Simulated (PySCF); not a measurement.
Gas-phase reaction: 2 H₃SiCCH + 2 CH₄ → 2 CH₃SiH + C₄H₈ (cis-2-butene)

Method: PySCF energies plus ideal-gas RRHO corrections (1 bar). † marks an energy on the PBE0/def2-TZVP geometry and frequencies. MP2 freezes the core. All species are closed-shell singlets. B3LYP is the form with VWN-RPA correlation. CH₃SiH: computed as isolated molecules; such fragments, hydroxides, amides, oligomers or adducts are transient or little studied in the gas. MP2 isn't extrapolated to the basis-set limit.

MP2/def2-TZVPP† gives ΔH°(298 K) = 122 kJ.

Question: What do B3LYP/def2-TZVP†, M06-2X/def2-TZVP†, PBE/def2-TZVP† give?

Answer: B3LYP/def2-TZVP†: 95 kJ; M06-2X/def2-TZVP†: 69 kJ; PBE/def2-TZVP†: 52 kJ. For scale, ΔH°(298 K) is 122 kJ at this level, 63 kJ at ωB97M-V/def2-TZVP†, and runs from -12 to 131 kJ over the 19 levels computed.
